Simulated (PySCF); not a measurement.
**NH₃: relaxation and vibrations of the singlet**

Aim: relax NH₃ as a singlet from a trigonal planar start, check by its vibrations whether the end is a minimum, and collect its spectrum and constants.

Program: PySCF 2.14.0. Level of theory: PBE0, basis N def2-TZVP, H def2-TZVP, no relativity, density fitting. These are calculated values, not measurements.

## Step 1: The system as given

4 atoms, charge 0, spin multiplicity 1.

Bond lengths: N1–H2 1.030 Å, N1–H3 1.030 Å, N1–H4 1.030 Å. Angles: H2–N1–H3 120.0°, H2–N1–H4 120.0°, H3–N1–H4 120.0°.

```xyz
4
charge 0 multiplicity 1
N     0.0000    0.0000    0.0000
H     1.0300    0.0000    0.0000
H    -0.5150    0.8920    0.0000
H    -0.5150   -0.8920    0.0000
```

## Step 2: First SCF at the start

The steps below are one call of a driver around PySCF. For each, scf.py gives the equivalent set-up of the SCF; relaxations use the driver's own optimiser. After this first run the driver tries any further starts and a stability analysis.

Contents of scf.py:

```python
from pyscf import gto, scf, dft
mol = gto.M(atom='''
N      0.000000     0.000000     0.000000
H      1.030000     0.000000     0.000000
H     -0.515000     0.892000     0.000000
H     -0.515000    -0.892000     0.000000''',
    basis={'N': 'def2-TZVP', 'H': 'def2-TZVP'},
    charge=0, spin=0)
mf = dft.RKS(mol, xc='PBE0')
mf.grids.atom_grid = (50, 194)
aux = {'N': 'def2-universal-JKFIT', 'H': 'def2-universal-JKFIT'}
mf = mf.density_fit(auxbasis=aux)
mf.conv_tol = 1e-08
mf.diis_space = 10
mf.max_cycle = 60
mf.init_guess = 'minao'
mf.verbose = 4
mf.kernel()
```

Run with:

```bash
OMP_NUM_THREADS=2 python axn.py task.json out
```

Standard output:

```text
init E= -56.3527956731437
  HOMO = -0.291552759630989  LUMO = 0.0030106944252708  gap/eV = 8.01548
cycle= 1 E= -56.4732860971709  delta_E= -0.12  |g|= 0.368  |ddm|=  1.1
  HOMO = -0.156618328430639  LUMO = 0.0577026526490698  gap/eV = 5.83197
cycle= 2 E= -56.4504236662886  delta_E= 0.0229  |g|= 0.501  |ddm|= 0.46
  HOMO = -0.244532202098942  LUMO = 0.0388435083532777  gap/eV = 7.71105
cycle= 3 E= -56.5027761921778  delta_E= -0.0524  |g|= 0.00447  |ddm|= 0.252
  HOMO = -0.244442173503145  LUMO = 0.0398018688243944  gap/eV = 7.73467
cycle= 4 E= -56.5027790704224  delta_E= -2.88e-06  |g|= 0.000926  |ddm|= 0.00326
  HOMO = -0.244707758140081  LUMO = 0.0397281208737823  gap/eV = 7.73989
cycle= 5 E= -56.5027792408939  delta_E= -1.7e-07  |g|= 2.02e-05  |ddm|= 0.000444
  HOMO = -0.244705164157605  LUMO = 0.0397310795823635  gap/eV = 7.73990
cycle= 6 E= -56.5027792410164  delta_E= -1.23e-10  |g|= 2.14e-06  |ddm|= 1.82e-05
  HOMO = -0.244705314209103  LUMO = 0.0397309608841425  gap/eV = 7.73991
Extra cycle  E= -56.5027792410178  delta_E= -1.31e-12  |g|= 1.78e-06  |ddm|= 2.29e-06
converged SCF energy = -56.5027792410178
```

This step, with its further starts and checks, ran for 0.6 s (2 threads of Arm Neoverse V2, shared host).

No lower closed-shell solution turned up in the test of internal stability.

## Step 3: Relaxation: trigonal planar start, singlet

The program finds D3h symmetry in the start, which this walk keeps. The walk stops when the largest gradient is under 0.0003 Eh/bohr and the energy has settled too.

Edit scf.py of step 2 so:

```diff
@@ -4,3 +4,3 @@
-H      1.030000     0.000000     0.000000
-H     -0.515000     0.892000     0.000000
-H     -0.515000    -0.892000     0.000000''',
+H      1.029996    -0.000000     0.000000
+H     -0.514998     0.892003     0.000000
+H     -0.514998    -0.892003     0.000000''',
@@ -16 +15,0 @@
-mf.init_guess = 'minao'
```

Steps of the walk:

```csv
step,energy (Eh),change (kJ/mol),largest symmetric gradient (Eh/bohr)
0,-56.502779,0.00,0.02911
1,-56.505610,-7.43,0.00378
2,-56.505651,-7.54,0.00041
3,-56.505652,-7.54,0.00001
```

The walk took 1 s.

Geometry (Å) and forces (eV/Å) at some steps:

```
step 0
N    0.000   0.000   0.000   0.000   0.000   0.000
H    1.030   0.000   0.000  -1.497   0.000   0.000
H   -0.515   0.892   0.000   0.749  -1.296   0.000
H   -0.515  -0.892   0.000   0.749   1.296   0.000
step 1
N    0.000   0.000   0.000   0.000   0.000   0.000
H    0.993   0.000   0.000   0.194   0.000   0.000
H   -0.496   0.860   0.000  -0.097   0.169   0.000
H   -0.496  -0.860   0.000  -0.097  -0.169   0.000
step 2
N    0.000   0.000   0.000   0.000   0.000   0.000
H    0.997   0.000   0.000  -0.021   0.000   0.000
H   -0.498   0.863   0.000   0.011  -0.018   0.000
H   -0.498  -0.863   0.000   0.011   0.018   0.000
step 3
N    0.000   0.000   0.000   0.000   0.000   0.000
H    0.996   0.000   0.000   0.000   0.000   0.000
H   -0.498   0.863   0.000   0.000   0.000   0.000
H   -0.498  -0.863   0.000   0.000   0.000   0.000
```

End point (D3h, 3 steps, 7.5 kJ/mol gained): N–H 0.996 Å (×3); H–N–H 120.0° (×3).

## Step 4: Hessian and properties

On the finer grid the gradient is checked again; gradients at displacements of ±0.02 bohr then give force constants and infrared intensities.

Edit scf.py of step 3 so:

```diff
@@ -3,4 +3,4 @@
-N      0.000000     0.000000     0.000000
-H      1.029996    -0.000000     0.000000
-H     -0.514998     0.892003     0.000000
-H     -0.514998    -0.892003     0.000000''',
+N     -0.000000     0.000000     0.000000
+H      0.996392    -0.000000     0.000000
+H     -0.498196     0.862901     0.000000
+H     -0.498196    -0.862901     0.000000''',
@@ -10 +10 @@
-mf.grids.atom_grid = (50, 194)
+mf.grids.atom_grid = (75, 302)
@@ -13 +13 @@
-mf.conv_tol = 1e-08
+mf.conv_tol = 1e-10
```

The driver hands on the density of the step before, so the log starts near convergence.

Log of the central SCF (cycles and frontier levels):

```text
init E= -56.5056502343503
  HOMO = -0.247229166544049  LUMO = 0.0462687490412961  gap/eV = 7.98649
cycle= 1 E= -56.505650234349  delta_E= 1.21e-12  |g|= 4e-06  |ddm|= 3.34e-06
  HOMO = -0.247227507290585  LUMO = 0.0462690896838858  gap/eV = 7.98645
Extra cycle  E= -56.505650234347  delta_E= 2.03e-12  |g|= 5.22e-06  |ddm|= 4.35e-06
converged SCF energy = -56.505650234347
```

The whole step took 3.5 s.

Geometry: D3h; N–H 0.996 Å (×3); H–N–H 120.0° (×3).

Modes, for the most abundant isotopes:

| symmetry | ω (cm⁻¹) | IR (km/mol) |
| --- | --- | --- |
| a2'' | 806i | 454 |
| e' | 1575 | 84.2 |
| a1' | 3654 | 0.0 |
| e' | 3861 | 93.9 |

With 1 mode imaginary (up to 806i cm⁻¹) this point is a saddle.

Constants and moments:

| Quantity | Value |
| --- | --- |
| Dipole moment | 0.00 D |
| Highest occupied level | -6.73 eV |
| Lowest empty level | 1.26 eV |
| Rotational constants | 11.23, 11.23, 5.616 cm⁻¹ |
| Zero-point energy (real modes) | 86.9 kJ/mol |
| Principal polarisabilities | 9.2, 10.0, 10.0 bohr³ |
| Atomisation energy without zero-point energy | 1204 kJ/mol |
| Principal traceless quadrupole moments about the centre of mass | -4.11, 2.06, 2.06 D Å |

Populations by atom (charges in e):

```csv
atom,Mulliken,Löwdin,polar tensor,Mayer order to N1
N1,-0.75,-0.39,-0.68,–
"H2,3,4",0.25,0.13,0.23,0.94
```

Mulliken populations on N1: s 3.46, p 4.28, d 0.01, f 0.00.

## Step 5: Leaving the saddle point

The start is the last point, displaced along its most imaginary mode.

The program finds C3v symmetry in the start, which this walk keeps. Threshold on the gradient: 0.0003 Eh/bohr, with a further test on the energy change.

Edit scf.py of step 4 so:

```diff
@@ -3,4 +3,4 @@
-N     -0.000000     0.000000     0.000000
-H      0.996392    -0.000000     0.000000
-H     -0.498196     0.862901     0.000000
-H     -0.498196    -0.862901     0.000000''',
+N     -0.000000    -0.000000     0.025910
+H      0.996392    -0.000000    -0.120000
+H     -0.498196     0.862901    -0.120000
+H     -0.498196    -0.862901    -0.120000''',
@@ -10 +10 @@
-mf.grids.atom_grid = (75, 302)
+mf.grids.atom_grid = (50, 194)
@@ -13 +13 @@
-mf.conv_tol = 1e-10
+mf.conv_tol = 1e-08
```

Energy and gradient, step by step:

```csv
step,energy (Eh),change (kJ/mol),largest symmetric gradient (Eh/bohr)
0,-56.507585,0.00,0.01126
1,-56.512678,-13.37,0.01071
2,-56.513036,-14.31,0.00460
3,-56.513101,-14.48,0.00206
4,-56.513112,-14.51,0.00021
5,-56.513112,-14.51,0.00000
```

The walk took 1.8 s.

End point (C3v, 5 steps, 14.5 kJ/mol gained): N–H 1.013 Å (×3); H–N–H 107.1° (×3).

## Step 6: Frequencies

As before: finer grid, then central differences.

Edit scf.py of step 5 so:

```diff
@@ -3,4 +3,4 @@
-N     -0.000000    -0.000000     0.025910
-H      0.996392    -0.000000    -0.120000
-H     -0.498196     0.862901    -0.120000
-H     -0.498196    -0.862901    -0.120000''',
+N     -0.000000    -0.000000     0.066687
+H      0.940282    -0.000000    -0.308858
+H     -0.470141     0.814308    -0.308858
+H     -0.470141    -0.814308    -0.308858''',
@@ -10 +10 @@
-mf.grids.atom_grid = (50, 194)
+mf.grids.atom_grid = (75, 302)
@@ -13 +13 @@
-mf.conv_tol = 1e-08
+mf.conv_tol = 1e-10
```

SCF at the final geometry:

```text
init E= -56.5131163999794
  HOMO = -0.278162426867478  LUMO = 0.0391241818764136  gap/eV = 8.63381
cycle= 1 E= -56.5131163999724  delta_E= 6.99e-12  |g|= 9e-06  |ddm|= 7.69e-06
  HOMO = -0.278158636803468  LUMO = 0.0391248642818383  gap/eV = 8.63372
Extra cycle  E= -56.5131163999596  delta_E= 1.28e-11  |g|= 1.2e-05  |ddm|= 1.03e-05
converged SCF energy = -56.5131163999596
```

The whole step ran for 4.1 s (2 threads of Arm Neoverse V2, shared host).

Geometry: C3v; N–H 1.013 Å (×3); H–N–H 107.1° (×3).

Modes, for the most abundant isotopes:

```
symmetry  ω (cm⁻¹)  IR (km/mol)     type
      a1      1031          179     bend
       e      1670         45.0     bend
      a1      3504          0.6  stretch
       e      3634          5.6  stretch
```

All wavenumbers are real: a minimum.

Properties at this point:

* Dipole moment: 1.69 D
* Highest occupied level: -7.57 eV
* Lowest empty level: 1.06 eV
* Rotational constants: 9.991, 9.991, 6.306 cm⁻¹
* Zero-point energy: 90.6 kJ/mol
* Principal polarisabilities: 9.5, 10.8, 10.8 bohr³
* Atomisation energy without zero-point energy: 1224 kJ/mol
* Principal traceless quadrupole moments about the centre of mass: -2.88, 1.44, 1.44 D Å
* Entropy at 298.15 K and 1 bar: 192.4 J/(mol K)
* Heat capacity Cp at 298.15 K: 35.0 J/(mol K)
* Enthalpy at 298.15 K above 0 K: 10.01 kJ/mol
* Rotational symmetry number: 3

Charges (e) and bond orders:

```csv
atom,Mulliken,Löwdin,polar tensor,Mayer order to N1
N1,-0.70,-0.40,-0.47,–
"H2,3,4",0.23,0.13,0.16,0.94
```

Mulliken populations on N1: s 3.57, p 4.10, d 0.03, f 0.00.

## Step 7: The points found, side by side

| spin | group | bonds | imaginary modes (cm⁻¹) | ΔE (kJ/mol) | with zero-point energy |
| --- | --- | --- | --- | --- | --- |
| singlet | C3v | N–H 1.013 Å (×3) | none | 0.0 | 0.0 |
| singlet | D3h | N–H 0.996 Å (×3) | 806i | 19.6 | – |

## Step 8: Results

| quantity | value |
| --- | --- |
| minimum | singlet, C3v |
| geometry | N–H 1.013 Å (×3); H–N–H 107.1° (×3) |
| wavenumbers (cm⁻¹) | 1031 (a1), 1670 (e), 3504 (a1), 3634 (e) |
| dipole moment | 1.69 D |
| highest occupied, lowest empty level | -7.57, 1.06 eV |
| polar-tensor charge of N1 | -0.47 e |
| zero-point energy | 90.6 kJ/mol |
| entropy at 298.15 K | 192.4 J/(mol K) |
| atomisation energy (no zero-point energy) | 1224 kJ/mol |

In words: From D3h at the start the molecule goes to a C3v minimum, after a stop at a saddle point 19.6 kJ/mol higher, from which it was pushed off along an imaginary mode. The strongest infrared band lies at 1031 cm⁻¹ (a1, bend). Other starts or spin states, not run here, may lie lower.

The search up to here took 11 s.
